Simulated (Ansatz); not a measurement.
Process, species as SMILES: [SiH2][SiH3] (SiH2-SiH3) → 5 H atom + 2 Si atom
B3LYP-D3(BJ)/def2-TZVP geometries, fixed; electronic energies without zero-point terms.

Basis-set convergence of the atomisation energy at PBE with Ansatz (a program for electronic structure). Cartesian d functions, on some or all atoms, in 6-31G*, 6-31+G*, 6-311G**, 6-311+G**; all else is spherical. The program fits the integrals of some runs and decomposes those of others, by size. Open shells are unrestricted. No added dispersion term, no relativity. Functions are those of the species that has most. Reference: the value in aug-cc-pV(Q+d)Z, 432.96 kcal/mol, itself unsure by roughly 0.68 kcal/mol (its mean distance from def2-QZVPPD, pcseg-3, def2-QZVPP). Deviations are taken from unrounded values.

```json
[
 {"basis": "6-31G*", "functions": "48", "atomisation energy (kcal/mol)": "430.13"},
 {"basis": "6-31+G*", "functions": "56", "atomisation energy (kcal/mol)": "430.41"},
 {"basis": "def2-SVP", "functions": "61", "atomisation energy (kcal/mol)": "430.32"},
 {"basis": "def2-SVPD", "functions": "88", "atomisation energy (kcal/mol)": "431.74"},
 {"basis": "pcseg-1", "functions": "61", "atomisation energy (kcal/mol)": "427.96"},
 {"basis": "aug-pcseg-1", "functions": "99", "atomisation energy (kcal/mol)": "428.33"},
 {"basis": "cc-pV(D+d)Z", "functions": "71", "atomisation energy (kcal/mol)": "428.83"},
 {"basis": "aug-cc-pV(D+d)Z", "functions": "109", "atomisation energy (kcal/mol)": "427.22"},
 {"basis": "6-311G**", "functions": "84", "atomisation energy (kcal/mol)": "428.04"},
 {"basis": "6-311+G**", "functions": "92", "atomisation energy (kcal/mol)": "427.75"},
 {"basis": "def2-TZVP", "functions": "104", "atomisation energy (kcal/mol)": "432.32"},
 {"basis": "def2-TZVPD", "functions": "131", "atomisation energy (kcal/mol)": "432.45"},
 {"basis": "pcseg-2", "functions": "138", "atomisation energy (kcal/mol)": "431.19"},
 {"basis": "aug-pcseg-2", "functions": "215", "atomisation energy (kcal/mol)": "431.59"},
 {"basis": "cc-pV(T+d)Z", "functions": "148", "atomisation energy (kcal/mol)": "432.88"},
 {"basis": "aug-cc-pV(T+d)Z", "functions": "225", "atomisation energy (kcal/mol)": "432.24"},
 {"basis": "def2-TZVPP", "functions": "154", "atomisation energy (kcal/mol)": "432.93"},
 {"basis": "def2-TZVPPD", "functions": "181", "atomisation energy (kcal/mol)": "432.96"},
 {"basis": "cc-pV(Q+d)Z", "functions": "278", "atomisation energy (kcal/mol)": "433.05"},
 {"basis": "aug-cc-pV(Q+d)Z", "functions": "408", "atomisation energy (kcal/mol)": "432.96"},
 {"basis": "def2-QZVPP", "functions": "290", "atomisation energy (kcal/mol)": "432.30"},
 {"basis": "def2-QZVPPD", "functions": "317", "atomisation energy (kcal/mol)": "432.31"}
]
```

What the diffuse functions change, pair by pair:
- 6-31G* to 6-31+G*: 8 more functions, deviation -2.83 to -2.54 kcal/mol
- def2-SVP to def2-SVPD: 27 more functions, deviation -2.64 to -1.22 kcal/mol
- pcseg-1 to aug-pcseg-1: 38 more functions, deviation -5.00 to -4.62 kcal/mol
- cc-pV(D+d)Z to aug-cc-pV(D+d)Z: 38 more functions, deviation -4.13 to -5.73 kcal/mol
- 6-311G** to 6-311+G**: 8 more functions, deviation -4.91 to -5.21 kcal/mol
- def2-TZVP to def2-TZVPD: 27 more functions, deviation -0.64 to -0.50 kcal/mol
- pcseg-2 to aug-pcseg-2: 77 more functions, deviation -1.77 to -1.37 kcal/mol
- cc-pV(T+d)Z to aug-cc-pV(T+d)Z: 77 more functions, deviation -0.07 to -0.72 kcal/mol
- def2-TZVPP to def2-TZVPPD: 27 more functions, deviation -0.02 to 0.00 kcal/mol
- cc-pV(Q+d)Z to aug-cc-pV(Q+d)Z: 130 more functions, deviation 0.09 to 0.00 kcal/mol
- def2-QZVPP to def2-QZVPPD: 27 more functions, deviation -0.65 to -0.64 kcal/mol

Leaving out the reference's own pair, they bring the value nearer the reference by more than 0.68 kcal/mol in 1 of 10 pairs.
